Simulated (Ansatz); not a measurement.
Relaxation of CHNO (4 atoms, charge 0, multiplicity 1), to a largest force component of 0.02 eV/Å in at most 50 steps.

Computed with RKS PBE-D4/def2-TZVP in Ansatz 0.2.0.

```xyz
4
Properties=species:S:1:pos:R:3
N -1.310 -0.212 0.886
C -0.457 0.110 0.209
O 0.564 0.401 -0.557
H 1.259 -0.360 -0.558
```

**Question.** Where does it end, and by what steps?

**Answer.** The forces met the threshold. After 5 steps the energy has fallen by 0.149 eV; C2 moved furthest, 0.07 Å.

```json
{"step": "0", "energy less start (eV)": "0.0000", "largest force component (eV/Å)": "3.570", "accepted": "yes"}
{"step": "1", "energy less start (eV)": "-0.1241", "largest force component (eV/Å)": "0.517", "accepted": "yes"}
{"step": "2", "energy less start (eV)": "-0.1361", "largest force component (eV/Å)": "0.402", "accepted": "yes"}
{"step": "3", "energy less start (eV)": "-0.1483", "largest force component (eV/Å)": "0.052", "accepted": "yes"}
{"step": "4", "energy less start (eV)": "-0.1488", "largest force component (eV/Å)": "0.031", "accepted": "yes"}
{"step": "5", "energy less start (eV)": "-0.1489", "largest force component (eV/Å)": "0.003", "accepted": "yes"}
```

```xyz
4
Properties=species:S:1:pos:R:3
N -1.345 -0.178 0.890
C -0.419 0.052 0.216
O 0.575 0.389 -0.556
H 1.245 -0.323 -0.570
```

Whether the end is a true minimum wasn't checked by a vibrational analysis.

The run took 3.9 s on 2 threads of Intel(R) Xeon(R) Platinum 8488C (Sapphire Rapids) (shared host), peak memory 0.14 GiB.
